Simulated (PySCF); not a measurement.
Gas-phase reaction: 4 (CH3)3SiH = i-Si4H10 + 3 C4H10 (n-butane)

Energies from PySCF, thermal terms from the rigid-rotor harmonic-oscillator model, ideal gas at 1 bar. S°(298 K) at PBE0/def2-TZVP differs from the NASA 1993 table for C4H10 (n-butane) (-9 J/mol/K); whether the harmonic model or the table's entry is off was not settled. † marks an energy on the PBE0/def2-TZVP geometry and frequencies. MP2 and CCSD(T) freeze the core. All species are closed-shell singlets. MP2 isn't extrapolated to the basis-set limit; its ΔH°(298 K) is 270.7 kJ in def2-SVP and 384.3 kJ in def2-TZVPP. CCSD(T) isn't extrapolated to the basis-set limit. The harmonic model lacks anharmonicity and excited electronic states, which grow with temperature; levels with a mode under 35 cm⁻¹ are left out. Internal rotation in (CH3)3SiH, i-Si4H10, C4H10 (n-butane) is treated as a harmonic vibration of one conformer, which makes the entropy rough.

| level | ΔE electronic, kJ | ΔH°(298 K), kJ | ΔS°(298 K), J/K | ΔG°(800 K), kJ |
|---|---|---|---|---|
| CCSD(T)/def2-SVP† | 225 | 231 | -15 | 255 |
| HF/def2-TZVP† | 329 | 335 | -15 | 358 |
| MP2/def2-TZVPP† | 378 | 384 | -15 | 408 |
| r2SCAN/def2-TZVP† | 367 | 373 | -15 | 397 |
| LDA/def2-TZVP† | 313 | 319 | -15 | 343 |
| ωB97X-V/def2-TZVP† | 340 | 346 | -15 | 370 |
ΔH° is lowest at CCSD(T)/def2-SVP† and highest at MP2/def2-TZVPP†. No reference value is set beside these.
